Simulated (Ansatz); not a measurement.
## Structure relaxation of Mg2Si3

Computed with DFT PBE, scalar-relativistic, plane waves, PAW in Ansatz 0.2.0.

The start is a database structure of Mg2Si3, space group C2/m (No. 12).

Input of the last, converged step (default PAW datasets):

```yaml
crystal:
  lattice:
    - [5.859186, -1.945285, 0.0]
    - [5.859186, 1.945285, 0.0]
    - [-3.528618, 0.0, 8.452149]
  atoms:
    - { symbol: Mg, position: [0.363113, 0.363113, 0.000134] }
    - { symbol: Mg, position: [0.636887, 0.636887, 0.999866] }
    - { symbol: Mg, position: [0.320855, 0.320855, 0.649027] }
    - { symbol: Mg, position: [0.679145, 0.679145, 0.350973] }
    - { symbol: Si, position: [0.606035, 0.606035, 0.59748] }
    - { symbol: Si, position: [0.393965, 0.393965, 0.40252] }
    - { symbol: Si, position: [0.126634, 0.126634, 0.764583] }
    - { symbol: Si, position: [0.873366, 0.873366, 0.235417] }
    - { symbol: Si, position: [0.956484, 0.956484, 0.853918] }
    - { symbol: Si, position: [0.043516, 0.043516, 0.146082] }
basis:
  ecutwfc: 420
kpoints:
  mp_grid: { grid: [10, 10, 6] }
hamiltonian:
  xc: pbe
scf:
  occupations: { method: gaussian, width: 0.1 }
output:
  forces: true
  stress: true
  eigenvalues: true
relax:
  adjacent_minimum: "off"
  f_tol: 0.01
  max_steps: 80
  cell: { stress_tol: 0.05 }
```

Launched as:

```bash
ansatz run input.yaml --threads 1 --pin off --max-ram 2560MiB --backend cpu --events-out ev --progress --plain --runs-dir out
```

Time: 7.2 min on 1 thread of Arm Neoverse V2, on a shared host, peak memory 1.1 GiB.

End of the output:

```
SCF converged after 4 iterations
Free energy (F): -11509.559387 eV
Harris-Foulkes:  -11509.559387 eV  (|F-HF|=7.17e-10)
Internal energy: -11509.547407 eV  (E = F + TS)
E sigma→0 (E₀):  -11509.553397 eV
Entropy (-TS):   -0.011980 eV (-1.198 meV/atom)
Fermi energy:    7.267765 eV
--- Per-component energies (eV) ---
  E_band       = -1338.995695
  E_kinetic    = 541.736952
  E_local      = -7127.183144  (includes V_loc(G=0)·N_el)
  E_nonlocal   = 536.932907
  E_hartree    = 2632.797931
  E_xc         = -446.454123
  E_vxc        = -429.340545  (∫ρ·V_xc dr)
  E_paw        = -4245.567326  (= ΣΔE_a)
  E_vpaw       = -126.737888  (= ΣTr[D̂ρ^β])
  E_aug_tail   = 0.000029  (compensation charges beyond the density's cutoff)
  E_ewald      = -3401.810631
  E_smearing   = -0.011980  (= −TS)
  E_closure    =  0.000000  (closes the sum)
  Σ components = -11509.559387   (vs F -11509.559387, Δ=0.00e0)
--- Forces (eV/Å), atoms counted from 1 ---
  atom   1  Mg     0.00019406     0.00000000    -0.00102864
  atom   2  Mg    -0.00019406     0.00000000     0.00102864
  atom   3  Mg    -0.00029652     0.00000000     0.00017492
  atom   4  Mg     0.00029652     0.00000000    -0.00017492
  atom   5  Si    -0.00017932     0.00000000     0.00096551
  atom   6  Si     0.00017932     0.00000000    -0.00096551
  atom   7  Si     0.00026407     0.00000000    -0.00015389
  atom   8  Si    -0.00026407     0.00000000     0.00015389
  atom   9  Si     0.00137179     0.00000000    -0.00100977
  atom  10  Si    -0.00137179     0.00000000     0.00100977
  max |Σ_I F_I| component: 2.17e-19 eV/Å
--- Stress (GPa, compression-positive) ---
       -0.003035       0.000000      -0.003077
        0.000000       0.002104       0.000000
       -0.003077       0.000000       0.003774
  P = ⅓ Tr σ = 0.0009 GPa (0.009 kbar)
--- Relaxed structure (6 steps of the walk, 6 accepted, 2 SCFs on fresh bases) ---
  F+E_penalty+E_count = -11509.55938658 eV   max|allowed force component| = 1.372e-3 eV/Å   (the final SCF, on the basis selected at the relaxed cell)
  cell:  # Å, volume = 193.2951 Å³
    - [5.940784, -1.919596, 0.029209]
    - [5.940784, 1.919596, 0.029209]
    - [-3.535624, 0.0, 8.457570]
  atoms:
    - { symbol: Mg, position: [0.358529, 0.358529, -0.003910] }
    - { symbol: Mg, position: [0.641471, 0.641471, 1.003910] }
    - { symbol: Mg, position: [0.316539, 0.316539, 0.647717] }
    - { symbol: Mg, position: [0.683461, 0.683461, 0.352283] }
    - { symbol: Si, position: [0.602806, 0.602806, 0.595441] }
    - { symbol: Si, position: [0.397194, 0.397194, 0.404559] }
    - { symbol: Si, position: [0.127028, 0.127028, 0.765978] }
    - { symbol: Si, position: [0.872972, 0.872972, 0.234022] }
    - { symbol: Si, position: [0.958763, 0.958763, 0.855690] }
    - { symbol: Si, position: [0.041237, 0.041237, 0.144310] }
```

Total energies depend on the potentials used, so only differences within one code and one set of settings carry meaning.

The result has space group C2/m (No. 12). Mg on Wyckoff site i (2 atoms of the primitive cell) is coordinated by 7 Si at 2.76–2.86 Å and 1 Mg at 3.04 Å (next Mg at 3.24 Å); around Mg on Wyckoff site i (2 atoms of the primitive cell) lie 4 Si at 2.74–2.85 Å, 3 Mg at 3.04–3.20 Å and 2 Si at 3.07 Å; Si on Wyckoff site i (2 atoms of the primitive cell) has 3 Si at 2.40–2.42 Å, 1 Mg at 2.74 Å and 2 Mg at 3.07 Å; around Si on Wyckoff site i (2 atoms of the primitive cell) lie 3 Si at 2.42–2.43 Å and 4 Mg at 2.76–2.86 Å.

Against the elements it lies at 0.05 eV/atom. The zero of energy is the elements' standard structures at the same level; no fitted shifts are applied.

The k mesh leaves about 4 meV/atom of noise in metals.

A structure relaxed within its symmetry needn't be a true minimum.